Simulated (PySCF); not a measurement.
Compound: C6H9 (doublet state).
Geometry (GFN2-xTB, Å), atoms numbered from 1 in this order:
```
atom  x, y, z in Å
C1     3.012    0.420   -0.116
C2     1.682    0.000   -0.506
C3     0.596   -0.356   -0.869
C4    -0.765   -0.769   -1.203
C5    -1.601   -0.704    0.023
C6    -2.281    0.547    0.417
H7     3.758   -0.239   -0.560
H8     3.197    1.440   -0.454
H9     3.111    0.385    0.969
H10   -1.155   -0.101   -1.977
H11   -0.729   -1.790   -1.601
H12   -1.467   -1.473    0.766
H13   -3.136    0.339    1.061
H14   -2.618    1.102   -0.459
H15   -1.608    1.208    0.981
```

The hyperfine couplings belong to this conformer and change with its torsions.

Identity: `CC#CC[CH]C` [radical].

Level of theory: PySCF 2.14.0, UKS B3LYP, pcH-1 on C H, non-relativistic, mean-field spin-orbit, GIAO. Isolated species at its GFN2-xTB geometry (one conformer only). GFN2-xTB frequencies show an imaginary mode (21i cm⁻¹), so this geometry is no minimum at that level. Couplings are sensitive to structure, and on GFN2-xTB geometries they can be far from those on DFT ones. The SCF solution wasn't tested for stability.

Q: Where do the isotropic ENDOR lines of H13/H14/H15, H12, H10/H11 and H7/H8/H9 fall at 3351.7 mT, to first order?

A: ν± = |νn ± a/2|, one line for each electron-spin manifold; νn = |g_N| × 7.62259 MHz/T × B.

```csv
nuclei,isotope,g_N,νn (MHz),a_iso (MHz),lower line (MHz),upper line (MHz)
H13/H14/H15,1H,5.5857,142.71,76.33,104.54,180.87
H12,1H,5.5857,142.71,-57.55,113.93,171.48
H10/H11,1H,5.5857,142.71,30.35,127.53,157.88
H7/H8/H9,1H,5.5857,142.71,2.76,141.33,144.09
```

Q: Which pairs are centred on the nuclear Larmor frequency, and which on half the coupling?

A: Centred on νn, since |a| < 2νn: H13/H14/H15, H12, H10/H11 and H7/H8/H9. No pair has |a| > 2νn.

Means are taken over nuclei equivalent by connectivity, which assumes that they swap fast. The three 1H nuclei of mean +76.3 MHz run from 28.9 to 155.2 MHz in the frozen geometry. The three 1H nuclei of mean +2.8 MHz run from 0.2 to 6.3 MHz in the frozen geometry. The 1H value of +30.4 MHz is a mean of couplings from 17.2 to 43.5 MHz in this one geometry, not an average over conformers.

Time: 36 s (with the writing of density and orbital grids); peak memory 0.84 GiB. Hardware: one thread, Arm Neoverse V2 (aarch64) (shared host).
